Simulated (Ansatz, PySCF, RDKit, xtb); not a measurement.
**BSiH3F+: a search for the lowest isomer**

Only the formula BSiH3F+ is given (charge +1). Aim: find the structure of lowest free energy at 298.15 K, then its properties.

Plan: many cheap relaxations first (GFN2-xTB), then density-functional screening, relaxation at PBE0-D3(BJ)/pcseg-1, vibrations and a final energy. The numbers are computed, not measured.

7 further runs of the same task are left out: 7 set aside as unsound or not needed.

### Step 1. Candidates

A program enumerates the bonding patterns with one Lewis structure each (two rings at most, one unusual centre or charged pair), with their diastereomers. O–O, O–halogen and N–halogen bonds and N–N–N chains are not drawn. That gives 4 candidates.

| label | SMILES | spin |
| --- | --- | --- |
| c018 | FB[SiH2+] | singlet |
| c067 | [BH+][SiH2]F | singlet |
| c436 | B[SiH+]F | singlet |
| c450 | F[B+][SiH3] | singlet |

Candidates are built by distance geometry, with a force field where one applies, in up to four conformers (letters a to d). 16 starts with atoms placed at random are added, to find patterns that the rules miss.

### Step 2. Search with GFN2-xTB

All 20 starts are relaxed the same way. One of them, c436a (enumerated, embedded by distance geometry and UFF), in full:

File start.xyz:

```xyz
6
c436a
B     -1.913224     1.089810     0.247532
F     -0.321778    -1.071913    -1.298890
Si    -1.796795    -0.378564    -0.989940
H     -0.937725     1.514741     0.827513
H     -2.925744     1.619214     0.486591
H     -2.989330    -0.853194    -1.689132
```

Launch:

```console
xtb start.xyz --gfn 2 --opt --chrg 1
```

Log (excerpt; [...] marks lines left out):

```text
* xtb version 6.7.1
[...]
          :  # basis functions                  21          :
[...]
          :  # electrons                        16          :
[...]
          :  Hamiltonian                  GFN2-xTB          :
[...]
          :  net charge                          1          :
          :  unpaired electrons                  0          :
[...]
   *** convergence criteria satisfied after 13 iterations ***
[...]
   *** GEOMETRY OPTIMIZATION CONVERGED AFTER 10 ITERATIONS ***
[...]
   *** convergence criteria satisfied after 3 iterations ***
[...]
         ::                     SUMMARY                     ::
         :::::::::::::::::::::::::::::::::::::::::::::::::::::
         :: total energy              -8.806138559610 Eh    ::
         :: gradient norm              0.000524204411 Eh/a0 ::
         :: HOMO-LUMO gap              2.432390854159 eV    ::
         ::.................................................::
         :: SCC energy                -8.862269929738 Eh    ::
         :: -> isotropic ES            0.141337112101 Eh    ::
         :: -> anisotropic ES         -0.010914272651 Eh    ::
         :: -> anisotropic XC         -0.015207597928 Eh    ::
         :: -> dispersion             -0.001662150883 Eh    ::
         :: repulsion energy           0.056131370128 Eh    ::
         :: add. restraining           0.000000000000 Eh    ::
         :: total charge               1.000000000000 e     ::
         :::::::::::::::::::::::::::::::::::::::::::::::::::::
[...]
         8        2.0000           -0.6561386             -17.8544 (HOMO)
         9                         -0.5667499             -15.4221 (LUMO)
[...]
     #   Z          covCN         q      C6AA      α(0)
     1   5 B        2.815     0.197    18.301     7.147
     2   9 F        0.705    -0.125    10.502     3.827
     3  14 Si       2.564     0.660   168.502    28.479
     4   1 H        0.938     0.087     1.906     2.159
     5   1 H        0.939     0.063     2.160     2.298
     6   1 H        0.920     0.117     1.636     2.000
[...]
     #   Z sym  total        # sym  WBO       # sym  WBO       # sym  WBO
 ---------------------------------------------------------------------------
     1   5 B    2.942 --     5 H    0.966     3 Si   0.944     4 H    0.928
     2   9 F    1.423 --     3 Si   1.337
     3  14 Si   3.259 --     2 F    1.337     1 B    0.944     6 H    0.889
     4   1 H    0.992 --     1 B    0.928
     5   1 H    0.996 --     1 B    0.966
     6   1 H    0.986 --     3 Si   0.889
 ---------------------------------------------------------------------------
[...]
molecular dipole:
                 x           y           z       tot (Debye)
 q only:       -4.098       0.443      -1.023
   full:       -4.208       0.351      -1.122      11.104
molecular quadrupole (traceless):
[...]
          | TOTAL ENERGY               -8.806138559610 Eh   |
          | GRADIENT NORM               0.000524204411 Eh/α |
          | HOMO-LUMO GAP               2.432390854159 eV   |
           -------------------------------------------------
[...]
```

Run time: 0.066 s. Hardware: 1 thread of Intel Xeon Platinum 8259CL at 2.50GHz (Skylake/Cascade Lake), shared host.

### Step 3. The minima found

20 of the 20 relaxations converged; 10 ended on a minimum already found. 10 distinct structures remain:

| label | start | SMILES after | spin | energy (kcal/mol) | note |
| --- | --- | --- | --- | --- | --- |
| c699 | random and drawn | B[SiH+]F | singlet | 0.0 |  |
| c436a | drawn | B[SiH+]F | singlet | 1.1 |  |
| c578 | random and drawn | FB[SiH2+] | singlet | 7.8 |  |
| c018a | drawn | FB[SiH2+] | singlet | 8.4 |  |
| c761 | random | [BH3].[F][Si] ‡ | singlet | 34.2 | fell apart |
| c450a | drawn | F[B+][SiH3] | singlet | 41.7 |  |
| c755 | random | [F][BH][Si].[H][H] ‡ | singlet | 57.1 | fell apart |
| c440 | random | [FH][BH2][Si] ‡ | singlet | 59.8 |  |
| c536 | random | [FH][BH][SiH] ‡ | singlet | 72.1 |  |
| c307 | random | [BH][SiH].[FH] ‡ | singlet | 80.2 | fell apart |

‡ marks the bonded skeleton alone, with all bonds drawn single: no Lewis structure was assigned that passes a check against the bond lengths.

### Step 4. Second filter: single points

A choice of the minima (the low ones first, few conformers of a pattern, up to a cap) and the lowest that fell apart get a single point at r2SCAN-D4/def2-SVP on the tight-binding geometry, and one at HF/STO-3G for comparison. The lowest singlets are also tried as triplets at the same geometry (label ending in t). The first, c699:

File input.yaml:

```yaml
crystal:
  periodic: [false, false, false]
  atoms:
    - symbol: B
      position_ang: [-1.037645, 1.214928, 0.195441]
    - symbol: F
      position_ang: [-0.045024, -0.739145, -1.702096]
    - symbol: Si
      position_ang: [-0.516039, -0.619325, -0.194496]
    - symbol: H
      position_ang: [-0.248889, 2.010050, 0.536111]
    - symbol: H
      position_ang: [-0.362937, -1.977068, 0.304416]
    - symbol: H
      position_ang: [-2.132216, 1.587070, 0.010264]
basis:
  gaussian: {orbitals: def2-SVP}
total_charge: 1
magnetization: {spin_polarized: false, initial_magnetization: 0}
hamiltonian: {xc: {name: r2SCAN}, dispersion: d4}
scf: {lower_state_search: "off"}
output: {orbitals: {seedname: orbitals}}
```

Launch:

```console
ansatz run input.yaml --threads 1 --pin off --max-ram 2610MiB --events-out events.jsonl --progress --plain --runs-dir runs
```

Log (excerpt; [...] marks lines left out):

```text
Warning: RAYON_NUM_THREADS=1 ignored (pool sized by the plan → 1); use --threads N
Functional definition: r2SCAN
  name "r2SCAN"
[...]
672 factors; their error is unknown
[...]
mean field -11302.90566328 eV, -415.3741217408 hartree, gradient 9.8e-6 eV, S^2 0.000000; 0 other end points of the search recorded, 0 dependent functions left out
reference -11302.90567199 eV, -415.3741220610 hartree; 15, 15 occupied and 46, 46 virtual orbitals, 672 factors
Total energy: -11302.92082310 eV, -415.3746788541 hartree
Checks for a lower state left out: stability, starts, cluster_reference, orbital_swaps, neighbouring_geometries, increment
```

Wall time 1.3 s (1 thread of Intel Xeon Platinum 8259CL at 2.50GHz (Skylake/Cascade Lake), shared host).

Relative energies in kcal/mol, each column from its lowest structure that stays in one piece:

| label | SMILES | spin | GFN2-xTB | HF/STO-3G | r2SCAN-D4/def2-SVP |
| --- | --- | --- | --- | --- | --- |
| c578 | FB[SiH2+] | singlet | 7.8 | 0.0 | 0.0 |
| c018a | FB[SiH2+] | singlet | 8.4 | 2.1 | 2.1 |
| c699 | B[SiH+]F | singlet | 0.0 | 31.2 | 7.0 |
| c436a | B[SiH+]F | singlet | 1.1 | 33.7 | 11.2 |
| c761 | [BH3].[F][Si] ‡ | singlet | 34.2 | 32.6 | 16.5 |
| c578t | FB[SiH2+] | triplet | – | – | 67.3 |
| c699t | B[SiH+]F | triplet | – | – | 97.2 |

‡ marks the bonded skeleton alone, with all bonds drawn single: no Lewis structure was assigned that passes a check against the bond lengths.

### Step 5. Patterns that tight binding lost

Some ordinary bonding patterns rearranged or fell apart under GFN2-xTB. Their starts are relaxed at r2SCAN-D4/def2-SVP instead (label ending in r). The first, c067ar:

File input.yaml:

```yaml
crystal:
  periodic: [false, false, false]
  atoms:
    - symbol: B
      position_ang: [-0.780637, -0.395609, -1.040721]
    - symbol: F
      position_ang: [-3.355307, -0.491482, 0.516069]
    - symbol: Si
      position_ang: [-2.322344, 0.629356, -0.168926]
    - symbol: H
      position_ang: [0.421130, -0.612493, -1.247366]
    - symbol: H
      position_ang: [-2.953890, 1.174443, -1.383728]
    - symbol: H
      position_ang: [-1.940511, 1.685402, 0.798818]
basis:
  gaussian:
    orbitals: def2-SVP
total_charge: 1
hamiltonian:
  xc: {name: r2SCAN}
  dispersion: d4
scf:
  lower_state_search: off
relax:
  f_tol: 0.01
output: {orbitals: {seedname: orbitals}}
```

Launch:

```console
ansatz run input.yaml --threads 1 --pin off --max-ram 2610MiB --events-out events.jsonl --progress --plain --runs-dir runs
```

Log (excerpt; [...] marks lines left out):

```text
Warning: RAYON_NUM_THREADS=1 ignored (pool sized by the plan → 1); use --threads N
[...]
[... 2 set-up lines as earlier in the session ...]
[...]
672 factors; their error is unknown
[...]
mean field -11301.68210765 eV, -415.3291569007 hartree, gradient 2.5e-6 eV, S^2 0.000000; 0 other end points of the search recorded, 0 dependent functions left out
[...]
reference -11301.68211658 eV, -415.3291572289 hartree; 15, 15 occupied and 46, 46 virtual orbitals, 672 factors
relax step   1: F+E_penalty+E_count = -11301.69728782 eV  Δ(F+E_penalty+E_count) = +0.000e0 eV  max|allowed force component| = 2.514e0 eV/Å  Δτ_max = 0.0000 Å  (16 SCF iters, accepted)
[...]
relax step   3: F+E_penalty+E_count = -11302.11866956 eV  Δ(F+E_penalty+E_count) = -5.466e-2 eV  max|allowed force component| = 5.460e-1 eV/Å  Δτ_max = 0.0773 Å  (18 SCF iters, accepted)
[...]
relax step   9: F+E_penalty+E_count = -11302.14924882 eV  Δ(F+E_penalty+E_count) = -9.000e-6 eV  max|allowed force component| = 1.629e-3 eV/Å  Δτ_max = 0.0014 Å  (13 SCF iters, accepted)
Total energy: -11302.14925786 eV, -415.3463243545 hartree
Atom 0 at    -0.685590    -0.223863    -0.881189 Å, force    -0.000083    -0.000088     0.000834 eV/Å
Atom 1 at    -3.126385    -0.589349     0.417368 Å, force     0.000492     0.000715    -0.000748 eV/Å
Atom 2 at    -2.395639     0.702698    -0.206321 Å, force    -0.001629    -0.000317     0.000077 eV/Å
Atom 3 at     0.284649    -0.821940    -1.250248 Å, force     0.001315    -0.000634    -0.000530 eV/Å
Atom 4 at    -3.062327     1.239688    -1.415226 Å, force    -0.000703     0.000107     0.000233 eV/Å
Atom 5 at    -1.946268     1.682382     0.809762 Å, force     0.000607     0.000218     0.000135 eV/Å
Dipole moment:     1.125835     0.142223    -0.593655 e Å
Checks for a lower state left out: stability, starts, cluster_reference, orbital_swaps, neighbouring_geometries, increment
```

Run time: 14 s. Hardware: 1 thread of Intel Xeon Platinum 8259CL at 2.50GHz (Skylake/Cascade Lake), shared host.

Energies at r2SCAN-D4/def2-SVP after that relaxation, from the lowest structure of the screen (which was not relaxed at this level):

| label | SMILES | spin | energy (kcal/mol) |
| --- | --- | --- | --- |
| c067ar | [BH+][SiH2]F | singlet | 24.8 |

### Step 6. Refinement at PBE0-D3(BJ)/pcseg-1

4 candidates are relaxed at PBE0-D3(BJ)/pcseg-1 (chosen among the lowest in one piece). The first, c578:

File input.yaml:

```yaml
crystal:
  periodic: [false, false, false]
  atoms:
    - {symbol: B, position_ang: [-1.214252, -0.147740, -0.090667]}
    - {symbol: F, position_ang: [-1.673198, 0.039468, -1.282984]}
    - {symbol: Si, position_ang: [0.786530, -0.053948, 0.123026]}
    - {symbol: H, position_ang: [1.555144, 1.159907, 0.432120]}
    - {symbol: H, position_ang: [-1.993329, -0.355363, 0.766391]}
    - {symbol: H, position_ang: [1.718505, -1.176375, -0.053257]}
basis:
  gaussian:
    orbitals: pcseg-1.json
total_charge: 1
magnetization:
  spin_polarized: false
  initial_magnetization: 0
hamiltonian:
  xc: pbe0
  dispersion: d3bj
scf:
  lower_state_search: off
relax:
  f_tol: 0.003
```

The basis set pcseg-1 is read from a file made from the Basis Set Exchange's data (not shown).

Launch:

```console
ansatz run input.yaml --threads 1 --pin off --max-ram 2610MiB --events-out events.jsonl --progress --plain --runs-dir runs
```

Log (excerpt; [...] marks lines left out):

```text
Warning: RAYON_NUM_THREADS=1 ignored (pool sized by the plan → 1); use --threads N
[...]
Functional definition: PBE0
  name "PBE0"
[...]
646 factors; integrals over basis functions are off by at most 2.2e-4 eV
[...]
mean field -11302.78596380 eV, -415.3697228662 hartree, gradient 3.1e-6 eV, S^2 0.000000; 0 other end points of the search recorded, 0 dependent functions left out
[...]
reference -11302.78599229 eV, -415.3697239133 hartree; 15, 15 occupied and 46, 46 virtual orbitals, 646 factors
relax step   1: F+E_penalty+E_count = -11302.86211642 eV  Δ(F+E_penalty+E_count) = +0.000e0 eV  max|allowed force component| = 8.421e-1 eV/Å  Δτ_max = 0.0000 Å  (13 SCF iters, accepted)
[...]
relax step   3: F+E_penalty+E_count = -11302.94594747 eV  Δ(F+E_penalty+E_count) = -9.670e-3 eV  max|allowed force component| = 1.566e-1 eV/Å  Δτ_max = 0.0293 Å  (18 SCF iters, accepted)
[...]
relax step   9: F+E_penalty+E_count = -11302.94741737 eV  Δ(F+E_penalty+E_count) = -2.986e-6 eV  max|allowed force component| = 4.202e-4 eV/Å  Δτ_max = 0.0015 Å  (12 SCF iters, accepted)
Total energy: -11302.94744630 eV, -415.3756572385 hartree
Atom 0 at    -1.242423    -0.141886    -0.133959 Å, force     0.000328     0.000040    -0.000052 eV/Å
Atom 1 at    -1.705741     0.060039    -1.327189 Å, force    -0.000052     0.000106    -0.000048 eV/Å
Atom 2 at     0.819143    -0.044242     0.088061 Å, force    -0.000420     0.000011    -0.000171 eV/Å
Atom 3 at     1.531727     1.204654     0.463499 Å, force     0.000044     0.000077     0.000007 eV/Å
Atom 4 at    -1.922566    -0.375616     0.821948 Å, force     0.000070    -0.000128     0.000110 eV/Å
Atom 5 at     1.699261    -1.237000    -0.017731 Å, force     0.000030    -0.000107     0.000154 eV/Å
Dipole moment:     0.765342    -0.044615     0.495436 e Å
Checks for a lower state left out: stability, starts, cluster_reference, orbital_swaps, neighbouring_geometries, increment
```

Run time: 14 s. Hardware: 1 thread of Intel Xeon Platinum 8259CL at 2.50GHz (Skylake/Cascade Lake), shared host.

Energy change by step (eV): 0.0000, -0.0742, -0.0838, -0.0830, -0.0852, -0.0853, -0.0853, -0.0852, -0.0853.

After the run. Bond lengths: B1–F2 1.296 Å, B1–Si3 2.076 Å, Si3–H4 1.486 Å, B1–H5 1.196 Å, Si3–H6 1.486 Å. Angles: F2–B1–Si3 116.5°, F2–B1–H5 124.3°, Si3–B1–H5 119.2°, B1–Si3–H4 122.9°, B1–Si3–H6 122.9°, H4–Si3–H6 114.1°.

### Step 7. The relaxed candidates

| label | spin | r2SCAN-D4/def2-SVP (kcal/mol) | PBE0-D3(BJ)/pcseg-1, relaxed (kcal/mol) | time | note |
| --- | --- | --- | --- | --- | --- |
| c578 | singlet | 0.0 | 0.0 | 14 s |  |
| c018a | singlet | 2.1 | 0.0 | 29 s | same minimum as c578 |
| c436a | singlet | 11.2 | 6.5 | 23 s | same minimum as c699 |
| c699 | singlet | 7.0 | 6.5 | 13 s |  |

c578: Bond lengths: B1–F2 1.296 Å, B1–Si3 2.076 Å, Si3–H4 1.486 Å, B1–H5 1.196 Å, Si3–H6 1.486 Å. Angles: F2–B1–Si3 116.5°, F2–B1–H5 124.3°, Si3–B1–H5 119.2°, B1–Si3–H4 122.9°, B1–Si3–H6 122.9°, H4–Si3–H6 114.1°.

c018a: Bond lengths: B1–F2 1.296 Å, B1–Si3 2.076 Å, B1–H4 1.196 Å, Si3–H5 1.486 Å, Si3–H6 1.486 Å. Angles: F2–B1–Si3 116.5°, F2–B1–H4 124.3°, Si3–B1–H4 119.2°, B1–Si3–H5 122.9°, B1–Si3–H6 122.8°, H5–Si3–H6 114.1°.

c436a: Bond lengths: B1–Si3 2.021 Å, F2–Si3 1.584 Å, B1–H4 1.194 Å, B1–H5 1.194 Å, Si3–H6 1.483 Å. Angles: B1–Si3–F2 115.9°, B1–Si3–H6 132.3°, F2–Si3–H6 111.8°, Si3–B1–H4 117.5°, Si3–B1–H5 117.5°, H4–B1–H5 125.0°.

c699: Bond lengths: B1–Si3 2.021 Å, F2–Si3 1.584 Å, B1–H4 1.194 Å, Si3–H5 1.483 Å, B1–H6 1.194 Å. Angles: B1–Si3–F2 115.9°, B1–Si3–H5 132.3°, F2–Si3–H5 111.8°, Si3–B1–H4 117.5°, Si3–B1–H6 117.5°, H4–B1–H6 125.0°.

### Step 8. Are they minima? Harmonic frequencies

The lowest few in one piece go on as finalists. Harmonic vibrations at PBE0-D3(BJ)/pcseg-1 test each finalist and give the zero-point energy and the thermal terms. The first, c578:

File input.yaml:

```yaml
basis:
  gaussian:
    orbitals: pcseg-1.json
crystal:
  periodic: [false, false, false]
  atoms:
    - {symbol: B, position_ang: [-1.242423, -0.141886, -0.133959]}
    - {symbol: F, position_ang: [-1.705741, 0.060039, -1.327189]}
    - {symbol: Si, position_ang: [0.819143, -0.044242, 0.088061]}
    - {symbol: H, position_ang: [1.531727, 1.204654, 0.463499]}
    - {symbol: H, position_ang: [-1.922566, -0.375616, 0.821948]}
    - {symbol: H, position_ang: [1.699261, -1.237000, -0.017731]}
scf:
  lower_state_search: "off"
phonons: {}
hamiltonian:
  xc: {name: PBE0}
  dispersion: d3bj
total_charge: 1
```

The basis set pcseg-1 is read from a file made from the Basis Set Exchange's data (not shown).

Launch:

```console
ansatz run input.yaml --threads 1 --pin off --max-ram 2610MiB --events-out events.jsonl --progress --plain --runs-dir runs
```

Log (excerpt; [...] marks lines left out):

```text
Warning: RAYON_NUM_THREADS=1 ignored (pool sized by the plan → 1); use --threads N
[... 2 set-up lines as earlier in the session ...]
[...]
647 factors; integrals over basis functions are off by at most 2.0e-4 eV
[...]
mean field -11302.87145116 eV, -415.3728644687 hartree, gradient 5.3e-6 eV, S^2 0.000000; 0 other end points of the search recorded, 0 dependent functions left out
[...]
reference -11302.87148007 eV, -415.3728655312 hartree; 15, 15 occupied and 46, 46 virtual orbitals, 647 factors
[...]
647 factors; integrals over basis functions are off by at most 2.0e-4 eV
[...]
mean field -11302.87135613 eV, -415.3728609764 hartree, gradient 3.0e-6 eV, S^2 0.000000; 0 other end points of the search recorded, 0 dependent functions left out
[...]
reference -11302.87138503 eV, -415.3728620385 hartree; 15, 15 occupied and 46, 46 virtual orbitals, 647 factors
[...]
reference -11302.87147684 eV, -415.3728654125 hartree; 15, 15 occupied and 46, 46 virtual orbitals, 647 factors
Total energy: -11302.94744525 eV, -415.3756572000 hartree
Atom 0 at    -1.242423    -0.141886    -0.133959 Å, force     0.000305     0.000087    -0.000055 eV/Å
Atom 1 at    -1.705741     0.060039    -1.327189 Å, force    -0.000031     0.000087    -0.000032 eV/Å
Atom 2 at     0.819143    -0.044242     0.088061 Å, force    -0.000431    -0.000007    -0.000153 eV/Å
Atom 3 at     1.531727     1.204654     0.463499 Å, force     0.000037     0.000076    -0.000003 eV/Å
Atom 4 at    -1.922566    -0.375616     0.821948 Å, force     0.000072    -0.000136     0.000102 eV/Å
Atom 5 at     1.699261    -1.237000    -0.017731 Å, force     0.000047    -0.000107     0.000141 eV/Å
Dipole moment:     0.765341    -0.044616     0.495436 e Å
Vibrations: 138.34 207.64 388.91 496.17 676.73 801.41 930.58 1071.68 1385.96 2291.19 2331.91 2723.48 cm⁻¹, zero-point energy 0.833422 eV
Checks for a lower state left out: stability, starts, cluster_reference, orbital_swaps, neighbouring_geometries, increment
```

It took 44 s on 1 thread of Intel Xeon Platinum 8259CL at 2.50GHz (Skylake/Cascade Lake), shared host.

### Step 9. Thermal terms of the finalists

At 298.15 K and 1 atm, ideal gas, rigid rotor and harmonic oscillator:

| label | SMILES | spin | point group | lowest mode (cm⁻¹) | zero-point (kcal/mol) | G − E (kcal/mol) |
| --- | --- | --- | --- | --- | --- | --- |
| c578 | FB[SiH2+] | singlet | Cs | 138 | 19.2 | 2.3 |
| c699 | B[SiH+]F | singlet | Cs | 193 | 19.5 | 2.7 |

### Step 10. The final energy

Each finalist gets a single point at CCSD(T)/def2-TZVPP.

c578, CCSD(T)/def2-TZVPP:

input.yaml, as its differences from that of step 8:

```diff
@@ -1,4 +1,3 @@
 basis:
-  gaussian:
-    orbitals: pcseg-1.json
+  gaussian: {orbitals: def2-TZVPP}
 crystal:
@@ -12,8 +11,3 @@
     - {symbol: H, position_ang: [1.699261, -1.237000, -0.017731]}
-scf:
-  lower_state_search: "off"
-phonons: {}
-hamiltonian:
-  xc: {name: PBE0}
-  dispersion: d3bj
 total_charge: 1
+correlation: {method: ccsd_t, frozen_orbitals: {H: 0, Si: 5, B: 1, F: 1}}
```

Launch:

```console
ansatz run input.yaml --threads 1 --pin off --max-ram 2610MiB --events-out events.jsonl --progress --plain --runs-dir runs
```

Log (excerpt; [...] marks lines left out):

```text
Warning: RAYON_NUM_THREADS=1 ignored (pool sized by the plan → 1); use --threads N
Functional definition: HF
  name "HF"
[...]
875 factors; integrals over basis functions are off by at most 1.1e-3 eV
[...]
mean field -11281.52732711 eV, -414.5884823774 hartree, gradient 6.4e-6 eV, S^2 0.000000; 0 other end points of the search recorded, 0 dependent functions left out
7 core orbitals not correlated: weight in the atoms' cores, before any rotation towards them, 1.000 or more for the frozen orbitals, at most 0.000 for the correlated occupied ones
reference -11281.52732711 eV, -414.5884823774 hartree; 8, 8 occupied and 131, 131 virtual orbitals, 875 factors
second order -11.81545361 eV of doubles, -0.00000000 eV of singles
cycle   1  -12.22685131 eV  change   -4.1e-1 eV  update   8.8e-2
[...]
cycle  12  -12.65788125 eV  change   -8.3e-6 eV  update   6.3e-6
perturbative correction -0.37900702 eV, -0.0139282511 hartree
Total energy: -11294.56421538 eV, -415.0675791846 hartree
```

Run time: 18 s. Hardware: 1 thread of Intel Xeon Platinum 8259CL at 2.50GHz (Skylake/Cascade Lake), shared host; peak memory 0.86 GiB.

(Part 1 of 2 ends here.)
